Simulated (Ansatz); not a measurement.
C₃H₅FS, SMILES `CC(=S)CF`, relaxed with RKS PBE-D4/def2-SVP in Ansatz 0.2.0 from a rough embedded geometry. The force threshold is 0.03 eV/Å; the program also tests the step.

Charge 0, multiplicity 1.

Start:

```xyz
10

C     1.122    0.582    0.456
C    -0.166    0.445   -0.363
S    -0.606    1.666   -1.415
C    -1.010   -0.758   -0.250
F    -1.055   -1.282    0.982
H     0.841    0.351    1.523
H     1.595    1.509    0.377
H     1.754   -0.241    0.152
H    -0.483   -1.598   -0.849
H    -1.992   -0.674   -0.614
```

Q: By how much does the energy fall, and how many steps does the optimiser take? (Best estimate.)

A: Ansatz gave: 41.69 kJ/mol, in 7 steps.

Q: Which bonds change most? (An estimate is asked.)

A: Computed: C4–H10 from 1.051 to 1.112 Å; C1–H7 from 1.044 to 1.104 Å; C4–F5 from 1.340 to 1.386 Å; C4–H9 from 1.158 to 1.115 Å.

Q: Give the relaxed structure. (Best estimate.)

A: The calculation gave: 
```xyz
10

C     1.032    0.585    0.526
C    -0.109    0.443   -0.432
S    -0.473    1.513   -1.620
C    -0.952   -0.807   -0.275
F    -0.618   -1.544    0.851
H     0.656    0.550    1.572
H     1.590    1.521    0.347
H     1.714   -0.290    0.439
H    -0.813   -1.445   -1.178
H    -2.027   -0.526   -0.230
```
